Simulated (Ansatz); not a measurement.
**Heat of formation of CH3F (fluoromethane) from total energies**

The species is CH3F (5 atoms), meant as a singlet with charge 0. SMILES: `CF`. The coordinates come from a PBE0-D4/def2-TZVP relaxation.

Total energies at r2SCAN0/def2-TZVPP (Ansatz 0.2.0); the atoms run unrestricted:

```tsv
species	state	energy (Eh)
CH3F	singlet	-139.715573
C	triplet	-37.834064
F	doublet	-99.720935
H	doublet	-0.499870
```

Harmonic wavenumbers at PBE0-D4/def2-TZVP, in cm⁻¹: 1097, 1199, 1199, 1485, 1489, 1489, 3044, 3131, 3131.

Measured heats of formation of the gaseous atoms at 298.15 K, in kJ/mol: C 716.9, F 79.4, H 218.0. Spin-orbit lowering of the atoms at 298 K (mean of the ground term's levels less their thermal mean, from spectra), in kJ/mol: C 0.02, F 1.29. Take 1 Eh = 2625.50 kJ/mol, 1 cm⁻¹ = 0.0119627 kJ/mol, RT = 2.479 kJ/mol.

What heat of formation follows?


1. Electronic atomisation energy: (-37.834064) + (-99.720935) + 3 × (-0.499870) − (-139.715573) = 0.660964 Eh = 1735.4 kJ/mol.
2. Zero-point energy: half the sum of the wavenumbers, 8632 cm⁻¹ = 103.3 kJ/mol.
3. Thermal vibrational enthalpy, Σ hcν̃/(exp(hcν̃/kT) − 1): 0.2 kJ/mol. Translation, rotation and pV of a non-linear molecule: 4 RT = 9.9 kJ/mol.
4. The 5 free atoms carry 5/2 RT each: 31.0 kJ/mol.
5. Spin-orbit coupling lowers the free atoms by 0.02 + 1.29 = 1.3 kJ/mol.
6. Atomisation enthalpy at 298 K: 1735.4 − 1.3 − 103.3 − 0.2 − 9.9 + 31.0 = 1651.7 kJ/mol.
7. Sum of the atoms' heats of formation: 1450.3 kJ/mol. Heat of formation: 1450.3 − 1651.7 = -201.4 kJ/mol.

The tabulated value is -236.6 kJ/mol (Active Thermochemical Tables), so this level is off by +35.2 kJ/mol, or 2.1 % of the atomisation enthalpy. Anharmonicity and any spin-orbit splitting of the molecule are left out.
